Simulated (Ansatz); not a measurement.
# C₃H₆OS: up Jacob's ladder to CCSD(T)

The task here is to estimate one member of a computed series from the others.

Computed with Ansatz 0.2.0, Gaussian basis. Level: functionals in def2-TZVPP, the program's frozen cores in correlated methods.

Plan: LDA (SPW92), PBE-D4, revPBE-D4, BLYP-D4, r2SCAN-D4, B97M-V, PBE0-D4, B3LYP-D4, r2SCANh-D4, r2SCAN0-D4, HSE06-D4, BHLYP-D4, CAM-B3LYP-D4, LC-ωPBE, ωB97X-V, ωB97M-V, B2PLYP, PBE-QIDH; CCSD(T)/def2-SVP; CCSD(T)/def2-TZVPP; MP2/def2-QZVPP; extrapolation to the limit; RPA on PBE.

**Structure used throughout**

The geometry comes from an earlier relaxation with PBE0-D4 in a triple-zeta def2 set; it is a stationary point, not always the lowest conformer.

SMILES `COCC=S`, 11 atoms, charge 0, spin multiplicity 1.

Atoms are counted from 1 here; the program's logs count them from 0.

Bond lengths: C1–O2 1.407 Å, C1–H6 1.098 Å, C1–H7 1.089 Å, C1–H8 1.098 Å, O2–C3 1.399 Å, C3–C4 1.498 Å, C3–H9 1.098 Å, C3–H10 1.098 Å, C4–S5 1.606 Å, C4–H11 1.094 Å. Angles: O2–C1–H6 111.2°, O2–C1–H7 107.2°, O2–C1–H8 112.0°, H6–C1–H7 109.1°, H6–C1–H8 108.3°, H7–C1–H8 108.9°, C1–O2–C3 112.6°, O2–C3–C4 113.2°, O2–C3–H9 112.3°, O2–C3–H10 106.5°, C4–C3–H9 109.9°, C4–C3–H10 107.2°, H9–C3–H10 107.5°, C3–C4–S5 125.5°, C3–C4–H11 113.6°, S5–C4–H11 120.8°.

The first run:

in.yaml reads:

```yaml
crystal:
  periodic: [false, false, false]
  atoms:
    - {symbol: C, position_ang: [-1.389762, 0.435304, -0.484688]}
    - {symbol: O, position_ang: [-0.649166, -0.760270, -0.519728]}
    - {symbol: C, position_ang: [0.721920, -0.548288, -0.339562]}
    - {symbol: C, position_ang: [1.083242, -0.196387, 1.070880]}
    - {symbol: S, position_ang: [2.343100, 0.693698, 1.516774]}
    - {symbol: H, position_ang: [-1.060417, 1.129231, -1.269278]}
    - {symbol: H, position_ang: [-2.433502, 0.173669, -0.654563]}
    - {symbol: H, position_ang: [-1.304188, 0.943708, 0.484550]}
    - {symbol: H, position_ang: [1.119543, 0.209864, -1.027762]}
    - {symbol: H, position_ang: [1.217800, -1.498993, -0.573637]}
    - {symbol: H, position_ang: [0.416829, -0.638438, 1.817715]}
basis:
  gaussian: {orbitals: def2-TZVPP}
hamiltonian: {xc: lda}
output: {orbitals: {seedname: orbitals}}
```

Among the steps run: LDA; PBE-D4 (GGA); revPBE-D4 (GGA); BLYP-D4 (GGA); r2SCAN-D4 (meta-GGA); B97M-V (meta-GGA); PBE0-D4 (hybrid); B3LYP-D4 (hybrid); r2SCANh-D4 (hybrid); r2SCAN0-D4 (hybrid); HSE06-D4 (hybrid); BHLYP-D4 (hybrid); CAM-B3LYP-D4 (range-separated); LC-ωPBE (range-separated); ωB97X-V (range-separated); ωB97M-V (range-separated); B2PLYP (double hybrid); PBE-QIDH (double hybrid).

One of the session's tables, all rows but one given; the rest of the session is left out.

It belongs to the step «Frontier levels by functional». 

| functional | HOMO (eV) | LUMO (eV) | gap (eV) |
| --- | --- | --- | --- |
| LDA (SPW92) | -5.48 | -3.53 | 1.96 |
| PBE-D4 | -5.36 | -3.32 | 2.04 |
| revPBE-D4 | ? | ? | ? |
| BLYP-D4 | -5.22 | -3.16 | 2.06 |
| r2SCAN-D4 | -5.59 | -3.21 | 2.37 |
| B97M-V | -5.67 | -3.13 | 2.54 |
| PBE0-D4 | -6.61 | -2.37 | 4.24 |
| B3LYP-D4 | -6.38 | -2.57 | 3.81 |
| r2SCANh-D4 | -6.05 | -2.85 | 3.20 |
| r2SCAN0-D4 | -6.76 | -2.32 | 4.44 |
| HSE06-D4 | -6.21 | -2.76 | 3.45 |
| BHLYP-D4 | -7.73 | -1.26 | 6.46 |
| CAM-B3LYP-D4 | -7.97 | -1.20 | 6.77 |
| LC-ωPBE | -9.36 | -0.09 | 9.27 |
| ωB97X-V | -8.99 | -0.13 | 8.86 |
| ωB97M-V | -8.83 | -0.18 | 8.65 |

Q: Estimate the row for revPBE-D4 from the others.

**Answer.** HOMO (eV): -5.31; LUMO (eV): -3.24; gap (eV): 2.07. In the column «HOMO (eV)» it lies between PBE-D4 (-5.36) and BLYP-D4 (-5.22).
